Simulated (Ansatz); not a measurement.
A calculation with Ansatz (development build ahead of 0.2.0).

```yaml
crystal:
  periodic: [false, false, false]
  atoms:
    - { symbol: Li, position_ang: [0.0, 0.0, 0.8211] }
    - { symbol: F, position_ang: [0.0, 0.0, -0.8211] }
basis:
  gaussian: { orbitals: cc-pVDZ }
hamiltonian:
  xc: hf
correlation:
  method: ccsd_t
  frozen_orbitals: { F: 1, Li: 0 }
```

The input is written out in the form of the current development build from the run's settings.

The run gave:

| Quantity | Value |
| --- | --- |
| Converged | yes |
| Reference energy | -106.94437 hartree |
| CCSD correlation energy | -0.20804 hartree |
| Triples correction | -0.00281 hartree |
| Total energy | -107.15522 hartree |
| Spin squared of the determinant | 0.000 |
